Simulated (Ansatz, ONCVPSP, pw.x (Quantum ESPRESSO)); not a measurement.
# From atom to crystal: ONCV potential for germanium

| Quantity | Value |
| --- | --- |
| Element | Ge |
| Generator | ONCVPSP 4.0.1 |
| Type | optimised norm-conserving Vanderbilt (ONCV) |
| Functional | PBE |
| Relativity | scalar-relativistic |
| Frozen core | [Ar] 3d10 |
| Valence charge | 4 |
| Reference configuration | 4s1.5 4p2.5 |
| Partial waves | 4s: rc 1.50 bohr, ncon 4, nbas 8, qcut 3.8 1/bohr, 2 projectors, debl 0.4 Ha; 4p: rc 1.55 bohr, ncon 3, nbas 6, qcut 5.5 1/bohr, 1 projector |
| Local potential | polynomial inside 1.00 bohr (lpopt 5, dvloc0 0 Ha) |
| Core correction | Teter function, fcfact 1.75, rcfact 1.75 |

In the s channel the program set the typed energies aside and used -0.449, 0.250 Ha.

Atomic tests: cutoffs needed: 9.9 Ha and 33 Ha (the cutoffs (Ha) at which the residual kinetic energy of the hardest occupied pseudo-wave falls to 1 and 0.1 mHa per electron); ghost test: no bound ghost flagged; GHOST(+) flagged for p at 38.9 eV; configuration tests: 4 of 4 tests not solved or not reliable.

Crystal test: diamond Ge in pw.x 7.5, no spin, 8³ k-points, Fermi–Dirac smearing 0.01 Ry, cutoffs 80/320 Ry. The reference is all-electron LAPW (Ansatz 0.2.0) with the same functional, mesh and smearing; V0 and B0 come from Birch–Murnaghan fits to the pressures at five volumes. Errors are pseudo minus all-electron; Δ is the rms difference of the E(V) curves that follow from these fits, minima aligned, over ±6 % about the mean V0. Mesh and smearing are coarse, so the numbers serve the comparison and aren't converged zero-temperature values; the lattice is a test structure that the element need not adopt.

```csv
V (Å³/atom),P all-electron (GPa),P pseudo (GPa)
22.753,3.34,-8.10
23.352,1.55,-9.12
23.951,0.00,-9.96
24.550,-1.34,-10.62
25.149,-2.50,-11.19
```

All-electron: a0 = 5.765 Å (V0 = 23.95 Å³/atom), B0 = 57.6 GPa.

Pseudopotential: mean pressure error (GPa): -10.01. The pressure does not cross zero within the volumes sampled, so no fit is given. This is a poor potential for the solid. The generator flags a localised state at positive energy (p at 39 eV). Atomic configuration tests: 4 of 4 tests not solved or not reliable.

**Question.** At the middle volume, how do free energy and pressure move when the wave cutoff is lowered (ecutrho kept at four times it)?

**Answer.**

```tsv
cutoff (Ry)	shift of F (meV/atom)	shift of P (GPa)
36	+41.6	-0.04
48	+19.9	-0.09
64	+4.4	-0.11
```

The run at the middle volume (29 k-points, 9 iterations) took about 61 s on one core of a shared host (Intel(R) Xeon(R) Processor @ 2.60GHz, 24 threads, 32 GiB, load 23).
